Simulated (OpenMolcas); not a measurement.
**H2S (SMILES S) at 6 levels**

We compute a comparison of 6 runs (UHF/3-21G, B2PLYP/3-21G, B3LYP/3-21G, M06-2X/3-21G, PBE0/3-21G, CCSD(T)/3-21G) of H2S. 

The calculation is run with OpenMolcas 26.06.

1 further run of the same task is left out (set aside as unsound or not needed).

## (1) The molecule

The species is H2S (3 atoms), meant as a singlet with charge 0. SMILES: `S`. The S1–H3 distance was set to 1.677 Å, away from the relaxed value.

Bond lengths: S1–H2 1.341 Å. A long bond or contact: S1–H3 1.677 Å.

## (2) The energy at UHF/3-21G (run 1)

File mol.inp:

```
&gateway
baslib = $CurrDir
coord
3
bohr
S      1.45081645    -0.32402945     0.76809430
H      0.69946134     2.09160746     0.61408162
H     -1.12136348    -1.35512260    -0.76779572
basis = 3-21G
group = NoSym
&seward
&scf
uhf
thresholds = 1e-10 1e-07 1e-07 1e-05
scramble = 0.25
prorbitals = 1 1
```

The basis set 3-21G is read from a file made from the Basis Set Exchange's data (not shown).

The run is started by

```bash
$ export MOLCAS_MEM=1860
$ pymolcas mol.inp > mol.log
```

The log of the run:

```text
--- Start Module: gateway ---
[...]
--- Stop Module: gateway /rc=_RC_ALL_IS_WELL_ ---
--- Start Module: seward ---
[...]
      Basis functions           17
--- Stop Module: seward /rc=_RC_ALL_IS_WELL_ ---
--- Start Module: scf ---
[...]
       Convergence after  18 Iterations
[...]
::    Total SCF energy                               -396.6755966707
[...]
      Total spin, S                                    -0.0000000000
[...]
      Total electronic charge=   18.000000
      Total            charge=   -0.000000
[...]
      Dipole Moment (debye):
      Origin of the operator (angstrom)=    0.7156   -0.1497    0.3799
                   X= -1.2974E+00               Y=  9.0454E-01               Z= -6.2020E-01           Total=  1.6988E+00
      Quadrupole Moment (debye*angstrom):
[...]
--- Stop Module: scf /rc=_RC_ALL_IS_WELL_ ---
[...]
```

Wall time 1.8 s (1 thread of Arm Neoverse V1, shared host); peak memory 0.37 GiB.

## (3) The energy at B2PLYP/3-21G (run 2)

File mol.inp:

```
* H2S Kohn-Sham DFT

&GATEWAY
 BasLib = $CurrDir
 Coord
 3
 bohr
 S      1.45081645    -0.32402945     0.76809430
 H      0.69946134     2.09160746     0.61408162
 H     -1.12136348    -1.35512260    -0.76779572
 Basis = 3-21G
 Group = NoSym

&SEWARD
 GridInput
 Grid=UltraFine
 End of Grid

&SCF
 KSDFT = B2PLYP_SCF
 Thresholds = 1e-10 1e-07 1e-07 1e-05
 PrOrbitals = 1 1

&MBPT2
 Frozen = 5
```

The basis set 3-21G is read from a file made from the Basis Set Exchange's data (not shown).

The run is started by

```bash
$ export MOLCAS_MEM=1860
$ pymolcas mol.inp > mol.log
```

The log of the run:

```text
--- Start Module: gateway ---
[...]
--- Stop Module: gateway /rc=_RC_ALL_IS_WELL_ ---
[...]
      Basis functions           17
[...]
--- Start Module: scf ---
[...]
       Convergence after   9 Iterations
[...]
::    Total KS-DFT energy                            -397.1772044659
[...]
      Total spin, S                                     0.0000000000
[...]
      Total electronic charge=   18.000000
      Total            charge=   -0.000000
[...]
      Dipole Moment (debye):
      Origin of the operator (angstrom)=    0.7156   -0.1497    0.3799
                   X= -1.2748E+00               Y=  8.9943E-01               Z= -6.0824E-01           Total=  1.6745E+00
      Quadrupole Moment (debye*angstrom):
[...]
--- Stop Module: scf /rc=_RC_ALL_IS_WELL_ ---
[...]
--- Start Module: mbpt2 ---
[...]
 ###    WARNING: MP2 implementation intended for RHF references only         ###
 ###############################################################################
MBPT2 WARNING: Reference function according to RunFile:KS-DFT
I'll assume you know what you're doing and continue
WARNING!
Default frozen orbitals as non valence orbitals is overwritten by user input.
Default values:   5
[...]
       Reference weight ( Cref**2 )         =        0.94471
::    Total MBPT2 energy                             -397.2631779584
[...]
      Total MBPT2 calculations                           0.03      0.03
--- Stop Module: mbpt2 /rc=_RC_ALL_IS_WELL_ ---
[...]
```

It took 2.8 s on 1 thread of Arm Neoverse V1, shared host; peak memory 0.37 GiB.

Runs 3 to 5 aren't shown in full; the table further down has their settings and results.

## (4) The energy at CCSD(T)/3-21G (run 6)

File mol.input:

```
* H2S CCSD(T)
>>> EXPORT MOLCAS_PRINT=2

&GATEWAY
  BasLib = $CurrDir
  Coord
  3
  bohr
  S      1.45081645    -0.32402945     0.76809430
  H      0.69946134     2.09160746     0.61408162
  H     -1.12136348    -1.35512260    -0.76779572
  Basis = 3-21G
  Group = NoSym

&SEWARD

&SCF
  Thresholds = 1e-10 1e-07 1e-07 1e-05
  PrOrbitals = 1 1

&RASSCF
  FileOrb = $Project.ScfOrb
  Spin = 1
  Nactel = 0 0 0
  Inactive = 9
  Ras2 = 0
  OutOrbitals = Canonical
  OrbListing = Nothing

&MOTRA
  JobIph
  Frozen = 5

&CCSDT
  CCT
  Triples = 2
  Iterations = 80
  Accuracy = 1e-08
  Extrapolation = 5 4
```

The basis set 3-21G is read from a file made from the Basis Set Exchange's data (not shown).

The run is started by

```bash
$ export MOLCAS_MEM=1860
$ pymolcas mol.input > mol.log
```

The log of the run:

```text
--- Start Module: gateway ---
[...]
--- Stop Module: gateway /rc=_RC_ALL_IS_WELL_ ---
[...]
      Basis functions           17
[...]
       Convergence after  10 Iterations
[...]
::    Total SCF energy                               -396.6755966707
[...]
      Total spin, S                                     0.0000000000
[...]
      Number of active orbitals                  0
[...]
      Spin quantum number                      0.0
[...]
      Active orbitals                            0
[...]
      Number of CSFs                             1
[...]
      Number of root(s) required                 1
[...]
      Convergence after  4 iterations
[...]
      Natural orbitals and occupation numbers for root  1
      ************************************************************************************************************************
      *                                                    Final results                                                     *
      ************************************************************************************************************************
[...]
::    RASSCF root number  1 Total energy:   -396.67559667
[...]
      Total electronic charge=   18.000000
      Total            charge=   -0.000000
[...]
      Dipole Moment (debye):
      Origin of the operator (angstrom)=    0.7156   -0.1497    0.3799
                   X= -1.2974E+00               Y=  9.0454E-01               Z= -6.2020E-01           Total=  1.6988E+00
      Quadrupole Moment (debye*angstrom):
[...]
--- Start Module: motra ---
[...]
      *** WARNING: Default frozen orbitals is overwritten by user input.
      *** Default values:   5
[...]
--- Stop Module: motra /rc=_RC_ALL_IS_WELL_ ---
--- Start Module: ccsdt ---
[...]
      Convergence after                    14  Iterations
      Total energy (diff) :    -396.76232268      -0.00000000
[...]
 METHOD                       : CCSD+T(CCSD)+<T3(1)WT1> = CCSD(T)
[...]
       CCSD     =      -396.7623226802945
[...]
--- Stop Module: ccsdt /rc=_RC_ALL_IS_WELL_ ---
[...]
```

Run time: 2.1 s. Hardware: 1 thread of Arm Neoverse V1, shared host; peak memory 0.37 GiB.

## (5) Overview of the runs

| run | level | scramble | frozen core orbitals | energy (Eh) | dipole moment (D) of the reference | HOMO energy (eV) | LUMO energy (eV) | wall time |
| --- | --- | --- | --- | --- | --- | --- | --- | --- |
| 1 | UHF/3-21G | 0.25 | – | -396.675597 | 1.70 | -10.69 | 2.55 | 1.8 s |
| 2 | B2PLYP/3-21G | – | 5 | -397.200417 | 1.67 | -8.64 | 0.25 | 2.8 s |
| 3 | B3LYP/3-21G | – | – | -397.390709 | 1.65 | -7.17 | -1.37 | 3.3 s |
| 4 | M06-2X/3-21G | – | – | -397.336998 | 1.77 | -8.66 | -0.15 | 3.6 s |
| 5 | PBE0/3-21G | – | – | -397.226224 | 1.77 | -7.48 | -1.15 | 3 s |
| 6 | CCSD(T)/3-21G | – | 5 | -396.763143 | 1.70 | -10.69 | 2.55 | 2.1 s |

## (6) Results

```
                                          quantity          value
                               run 6: total energy  -396.76314 Eh
         run 6: dipole moment (mean-field density)         1.70 D
        run 6: HOMO energy (Hartree–Fock orbitals)      -10.69 eV
        run 6: LUMO energy (Hartree–Fock orbitals)        2.55 eV
      run 6: HOMO–LUMO gap (Hartree–Fock orbitals)       13.25 eV
run 6: correlation energy (5 core orbitals frozen)      -87.5 mEh
                             run 6: (T) correction      -0.82 mEh
```

**Reading.** Over runs 1, 2, 3, 4, 5 the dipole moment (its size) runs from 1.65 D (B3LYP/3-21G) to 1.77 D (PBE0/3-21G). Over runs 1, 2, 3, 4, 5 the HOMO–LUMO gap runs from 5.80 eV (B3LYP/3-21G) to 13.25 eV (UHF/3-21G). For B2PLYP the log adds the whole second-order term; the table takes 0.27 of it, as the functional is defined. Totals of different functionals can't be ranked against each other. All runs together took 17 s, the longest 3.6 s.
